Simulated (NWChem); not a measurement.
# One shape, several levels: C3H5S (SMILES [S]C1CC1)

We compute a comparison of 3 runs (UHF/STO-3G, UHF/3-21G, UB3LYP/6-31G*) of C3H5S. 

Program for the calculation: NWChem 7.3.0.

### 1 Starting point

C3H5S: 9 atoms, total charge 0, spin state doublet. As SMILES, `[S]C1CC1`. The coordinates come from a GFN2-xTB relaxation.

Bond lengths: S1–C2 1.755 Å, C2–C3 1.509 Å, C2–C4 1.509 Å, C3–C4 1.489 Å, C2–H5 1.082 Å, C3–H6 1.079 Å, C3–H7 1.080 Å, C4–H8 1.080 Å, C4–H9 1.080 Å. Some angles: S1–C2–C3 119.6°, S1–C2–C4 119.5°, C3–C2–C4 59.1°, C2–C3–C4 60.4°, C2–C4–C3 60.4°, S1–C2–H5 112.7°, C3–C2–H5 118.1°, C4–C2–H5 118.1°, C2–C3–H6 117.3°, C2–C3–H7 117.2°.

### 2 Energy and gradient at UHF/STO-3G (run 1)

File c3h5s.xyz:

```xyz
9
C3H5S gradient
S     -0.972390    -0.280640    -2.047450
C     -0.399960     0.452960    -0.559280
C      0.892480    -0.024350     0.056850
C     -0.401640    -0.353320     0.716350
H     -0.636370     1.507240    -0.496070
H      1.420040    -0.816670    -0.452050
H      1.533960     0.723090     0.499250
H     -0.760710    -1.369700     0.657190
H     -0.675400     0.161390     1.625220
```

File c3h5s.nw:

```
echo
START c3h5s
TITLE "C3H5S gradient"
memory total 2200 mb
GEOMETRY units angstrom noautosym nocenter noautoz
  load format xyz c3h5s.xyz
END
BASIS spherical bse
  * library STO-3G
END
SCF
  doublet
  uhf
  thresh 1e-08
  maxiter 80
END
TASK scf gradient
```

Started as:

```bash
$ nwchem c3h5s.nw > c3h5s.out
```

The program printed:

```text
[...]
  functions       =    29
[...]
  wavefunction    = UHF
[...]
         Total SCF energy =   -508.245368321358
      One electron energy =   -996.571206830855
      Two electron energy =    340.374945733776
 Nuclear repulsion energy =    147.950892775721
                       Sz =      0.5000
                 Sz(Sz+1) =      0.7500
                      S^2 =      0.7548
[...]
                         UHF ENERGY GRADIENTS
    atom               coordinates                        gradient
                 x          y          z           x          y          z
   1 S      -1.837551  -0.530333  -3.869119    0.004611   0.007933   0.013015
   2 C      -0.755815   0.855970  -1.056886    0.002837  -0.001016   0.005165
   3 C       1.686543  -0.046015   0.107431   -0.005173  -0.006607   0.003008
   4 C      -0.758990  -0.667678   1.353705    0.007875  -0.003375  -0.003573
   5 H      -1.202565   2.848271  -0.937436   -0.004815  -0.001960  -0.010232
   6 H       2.683486  -1.543283  -0.854251   -0.001850   0.001467  -0.000610
   7 H       2.898764   1.366442   0.943446   -0.001343   0.000906  -0.002694
   8 H      -1.437533  -2.588358   1.241909   -0.000424   0.001857  -0.001608
   9 H      -1.276321   0.304983   3.071220   -0.001718   0.000796  -0.002471
[...]
```

Wall time 2.6 s (1 thread of Intel Xeon 6975P-C (Granite Rapids), shared host); peak memory 0.094 GiB.

### 3 Energy and gradient at UHF/3-21G (run 2)

File run.py:

```python
from ase import Atoms
from ase.calculators.nwchem import NWChem

molecule = Atoms('SCCCHHHHH', positions=[
    [-0.972390, -0.280640, -2.047450],
    [-0.399960, 0.452960, -0.559280],
    [0.892480, -0.024350, 0.056850],
    [-0.401640, -0.353320, 0.716350],
    [-0.636370, 1.507240, -0.496070],
    [1.420040, -0.816670, -0.452050],
    [1.533960, 0.723090, 0.499250],
    [-0.760710, -1.369700, 0.657190],
    [-0.675400, 0.161390, 1.625220],
])

calc = NWChem(
    label='calc',
    theory='scf',
    memory='2200 mb',
    basis='3-21G',
    basispar='spherical bse',
    scf={'nopen': '1', 'uhf': None, 'thresh': '1e-08', 'maxiter': '80'},
)
molecule.calc = calc

forces = molecule.get_forces()
e = molecule.get_potential_energy()
print(f"E = {e:.6f} eV")
print("forces (eV/A):")
for s, f in zip(molecule.symbols, forces):
    print(f"{s:2s} {f[0]:10.5f} {f[1]:10.5f} {f[2]:10.5f}")
```

Started as:

```bash
$ export ASE_NWCHEM_COMMAND="nwchem PREFIX.nwi > PREFIX.nwo"
$ python run.py
```

The program printed:

```text
E = -13915.190048 eV
forces (eV/A):
S    -0.47149   -0.82985   -1.33954
C    -0.03363    1.53001    0.69291
C     0.88467   -0.08341   -0.01023
C    -0.44475   -0.41600    0.66304
H     0.25613   -0.46326    0.26272
H    -0.21268    0.19885    0.13493
H    -0.26241   -0.16311   -0.08202
H     0.15134    0.28873   -0.03774
H     0.13282   -0.06196   -0.28406
```

The calculator wrote calc.nwi:

```
title "calc"

permanent_dir calc

scratch_dir calc

start calc

geometry units angstrom nocenter noautosym noautoz
  S  -9.7238999999999998e-01 -2.8064000000000000e-01 -2.0474500000000000e+00
  C  -3.9995999999999998e-01 4.5295999999999997e-01 -5.5928000000000000e-01
  C  8.9248000000000005e-01 -2.4350000000000000e-02 5.6849999999999998e-02
  C  -4.0164000000000000e-01 -3.5332000000000002e-01 7.1635000000000004e-01
  H  -6.3636999999999999e-01 1.5072399999999999e+00 -4.9607000000000001e-01
  H  1.4200400000000000e+00 -8.1667000000000001e-01 -4.5205000000000001e-01
  H  1.5339600000000000e+00 7.2309000000000001e-01 4.9925000000000003e-01
  H  -7.6071000000000000e-01 -1.3696999999999999e+00 6.5719000000000005e-01
  H  -6.7540000000000000e-01 1.6139000000000001e-01 1.6252200000000001e+00
end

memory 2200 mb

basis spherical bse noprint
   * library 3-21G
end

scf
  nopen 1
  uhf
  thresh 1e-08
  maxiter 80
end

task scf gradient
```

calc.nwo:

```text
Northwest Computational Chemistry Package (NWChem) 7.3.0
             --------------------------------------------------------

           Job information
           ---------------

    nwchem branch   = 7.3.0
    use scalapack   = T
    input           = calc.nwi
    prefix          = calc.
    data base       = calc/calc.db
    status          = startup
    nproc           =        1

           Memory information
           ------------------

    heap     =     72089596 doubles =      550.0 Mbytes
    stack    =     72089601 doubles =      550.0 Mbytes
    global   =    144179200 doubles =     1100.0 Mbytes (distinct from heap & stack)
    total    =    288358397 doubles =     2200.0 Mbytes
    verify   = yes
    hardfail = no

[... 140 lines left out ...]
 Convergence threshold     :          1.000E-08
[... 21 lines left out ...]
       Final UHF  results
[... 3 lines left out ...]
      One electron energy =   -996.341939404329
[... 1 line left out ...]
 Nuclear repulsion energy =    147.950892775721
[... 42 lines left out ...]
          Final beta eigenvalues
[... 206 lines left out ...]
                     UHF Final Beta Molecular Orbital Analysis
[... 247 lines left out ...]
                         UHF ENERGY GRADIENTS

    atom               coordinates                        gradient
                 x          y          z           x          y          z
   1 S      -1.837551  -0.530333  -3.869119    0.009169   0.016138   0.026050
   2 C      -0.755815   0.855970  -1.056886    0.000654  -0.029754  -0.013475
   3 C       1.686543  -0.046015   0.107431   -0.017204   0.001622   0.000199
[... 5 lines of this table left out ...]
   9 H      -1.276321   0.304983   3.071220   -0.002583   0.001205   0.005524

                 ----------------------------------------
                 |  Time  |  1-e(secs)   |  2-e(secs)   |
                 ----------------------------------------
                 |  CPU   |       0.00   |       0.21   |
                 ----------------------------------------
                 |  WALL  |       0.00   |       0.21   |
                 ----------------------------------------

 Task  times  cpu:        6.6s     wall:        6.6s
 Total times  cpu:        6.6s     wall:        6.6s
```

Wall time 7.8 s (1 thread of Intel Xeon 6975P-C (Granite Rapids), shared host); peak memory 0.096 GiB.

### 4 Energy and forces at UB3LYP/6-31G(d) (Cartesian functions) (run 3)

File geom.nw:

```
start geom
memory stack 880 mb heap 220 mb global 1100 mb

geometry units angstrom noautosym nocenter noautoz
 S       -0.972390      -0.280640      -2.047450
 C       -0.399960       0.452960      -0.559280
 C        0.892480      -0.024350       0.056850
 C       -0.401640      -0.353320       0.716350
 H       -0.636370       1.507240      -0.496070
 H        1.420040      -0.816670      -0.452050
 H        1.533960       0.723090       0.499250
 H       -0.760710      -1.369700       0.657190
 H       -0.675400       0.161390       1.625220
end

basis
 * library 6-31G*
end

dft
 xc b3lyp
 mult 2
 grid xfine
 convergence energy 1e-08
 iterations 100
 mulliken
end

task dft gradient
```

Started as:

```bash
$ nwchem geom.nw > geom.out
```

The program printed:

```text
[...]
          Wavefunction type:  spin polarized.
          No. of atoms     :     9
          No. of electrons :    39
[...]
          Charge           :     0
          Spin multiplicity:     2
[...]
          AO basis - number of functions:    74
[...]
              XC Information
              --------------
                         B3LYP Method XC Potential
                     Hartree-Fock (Exact) Exchange  0.200
                        Slater Exchange Functional  0.800 local
                    Becke 1988 Exchange Functional  0.720 non-local
              Lee-Yang-Parr Correlation Functional  0.810
                  VWN I RPA Correlation Functional  0.190 local
[...]
 d= 0,ls=0.0,diis     1   -515.3798002306 -6.63D+02  6.38D-03  1.44D-01     4.0
[...]
 d= 0,ls=0.0,diis    11   -515.4490200861 -2.31D-09  3.76D-07  1.01D-09    42.0
[...]
         Total DFT energy =     -515.449020086111
      One electron energy =    -1000.149264367805
           Coulomb energy =      380.592106495715
    Exchange-Corr. energy =      -43.842754989741
 Nuclear repulsion energy =      147.950892775721
[...]
      <S2> =      0.7527 (Exact =     0.7500)
[...]
  wavefunction    = open shell
                         DFT ENERGY GRADIENTS
    atom               coordinates                        gradient
                 x          y          z           x          y          z
   1 S      -1.837551  -0.530333  -3.869119    0.001013   0.003671   0.003835
   2 C      -0.755815   0.855970  -1.056886    0.011024  -0.009411   0.017022
   3 C       1.686543  -0.046015   0.107431   -0.005390   0.005767  -0.006744
   4 C      -0.758990  -0.667678   1.353705   -0.004400   0.005981  -0.007232
   5 H      -1.202565   2.848271  -0.937436   -0.001959  -0.003609  -0.005511
   6 H       2.683486  -1.543283  -0.854251   -0.001374   0.003060   0.002521
   7 H       2.898764   1.366442   0.943446   -0.001537  -0.004961  -0.001710
   8 H      -1.437533  -2.588358   1.241909    0.001232   0.003734   0.001002
   9 H      -1.276321   0.304983   3.071220    0.001391  -0.004232  -0.003182
[...]
```

It took 48 s on 1 thread of Intel Xeon 6975P-C (Granite Rapids), shared host; peak memory 0.14 GiB.

### 5 The series

```
run                                level  Cartesian functions  iteration cap  energy (Eh)  dipole moment (D)  HOMO energy (eV)  LUMO energy (eV)  wall time
  1                           UHF/STO-3G                   no             80  -508.245368               0.74             -6.16              5.95      2.6 s
  2                            UHF/3-21G                   no             80  -511.373806               2.18             -9.22              0.79      7.8 s
  3  UB3LYP/6-31G* (Cartesian functions)                  yes            100  -515.449020               2.39             -6.05             -3.77       48 s
```

### 6 What came out

| quantity | value |
| --- | --- |
| run 3: total energy | -515.44902 Eh |
| run 3: dipole moment | 2.39 D |
| run 3: HOMO energy (highest over α and β) | -6.05 eV |
| run 3: LUMO energy (lowest over α and β) | -3.77 eV |
| run 3: ⟨S²⟩ | 0.753 |
| run 3: largest force on an atom | 1.150 eV/Å |

What this shows: The dipole moment (its size) runs from 0.74 D (UHF/STO-3G) to 2.39 D (UB3LYP/6-31G*). The two ends differ in method and basis. In run 1 the basis is minimal, so the values are rough. All runs together took 58 s, the longest 48 s.
